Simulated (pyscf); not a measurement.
Hydrogen abstraction: H₂N–SiH(F)–Cl + H• → H₂N–Si•(F)–Cl + H₂

Gas phase, doublet surface, charge 0. Bonds broken: Si2–H7. Bonds formed: H6–H7. Optimised with ωB97X-D3(BJ)/def2-SVP in PySCF.

Transition state (Å):

```xyz
8

N      0.5291    -0.6859    -0.5689
Si     0.1983    -0.1851     1.0207
Cl     1.7752    -0.7913     2.1868
H      1.1456    -1.4666    -0.7659
H     -0.0334    -0.4103    -1.3657
H     -0.2188     2.4904     1.1640
H     -0.0393     1.4143     1.1160
F     -1.1402    -0.8518     1.6581
```

One imaginary mode, 1180i cm⁻¹; descent along it reached the two sides named.

```tsv
bond	change	reactant side (Å)	saddle	product side
Si2–H7	breaks	1.475	1.620	3.2
H6–H7	forms	3.5	1.092	0.761
```

Electronic energies relative to the separated reactants (eV):

```csv
level,barrier,reaction energy,reverse barrier
ωB97X-D3(BJ)/def2-TZVP,0.28,-0.33,0.61
PBE/def2-TZVP,0.02,-0.53,0.56
r²SCAN/def2-TZVP,0.01,-0.55,0.56
B3LYP-D3(BJ)/def2-TZVP,0.06,-0.54,0.60
PBE0-D3(BJ)/def2-TZVP,0.13,-0.40,0.53
M06-2X/def2-TZVP,0.33,-0.45,0.78
ωB97M-D3(BJ)/def2-TZVP,0.28,-0.32,0.60
HF/def2-TZVP,0.75,-0.07,0.83
```

With ωB97M-D3(BJ)/def2-TZVP energies and thermal terms (ideal gas, 1 atm, RRHO with modes under 100 cm⁻¹ raised to 100, one conformer, R ln 2 for rigid chiral ones), in eV:

```tsv
T (K)	ΔH‡	ΔG‡	ΔH	ΔG
298	0.21	0.47	-0.28	-0.36
600	0.20	0.74	-0.28	-0.43
900	0.19	1.02	-0.30	-0.51
1200	0.19	1.29	-0.33	-0.57
```

This is the saddle that the search found; another between the same sides may lie lower. The angle at the transferred H is 179°.
